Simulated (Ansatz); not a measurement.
## C₄H₄N, doublet: CASSCF and its corrections

Calculated in Ansatz's Gaussian-basis code. Basis cc-pVTZ, nonrelativistic, 5 orbitals frozen in the corrections. State-specific CASSCF; RHF is the lowest restricted (open-shell) Hartree–Fock solution met. Letters tell apart solutions met in one space. No symmetry is imposed, so a solution can break that of the shape. No proof that the lowest CASSCF solution was found.

Geometry:

```xyz
9

N     0.0000    0.0000    1.2512
C     0.0000    1.0630    0.4243
C     0.0000    0.6815   -0.9854
C     0.0000   -0.6815   -0.9854
C     0.0000   -1.0630    0.4243
H     0.0000    2.0747    0.8189
H     0.0000    1.3565   -1.8316
H     0.0000   -1.3565   -1.8316
H     0.0000   -2.0747    0.8189
```

CASSCF less RHF, in eV, and natural occupations:

```tsv
CAS	CASSCF	occupations
(5,5) a	-1.662	1.98, 1.93, 1.00, 0.07, 0.02
(5,5) b	-1.628	1.94, 1.90, 1.01, 0.09, 0.07
```

Question: What totals less RHF do the corrections give on each solution?

Answer: 

| CAS | SC-NEVPT2 |
| --- | --- |
| (5,5) a | -21.721 |
| (5,5) b | -22.240 |

Question: In CAS(5,5), is the solution lowest in CASSCF also lowest after SC-NEVPT2?

Answer: No: (5,5) b is lowest after SC-NEVPT2, 0.52 eV under (5,5) a, which leads in CASSCF.

Question: Roughly how much CPU time does a whole run from the default start take (median of such runs, summed over threads; nearly all runs on one pinned thread of a shared server, mostly Xeon at 2.3 to 2.6 GHz, by a development driver)?

Answer: CAS(5,5) a: about 6.9 min; CAS(5,5) b: about 2.9 min. Other jobs ran beside these, and the count of passes differs.
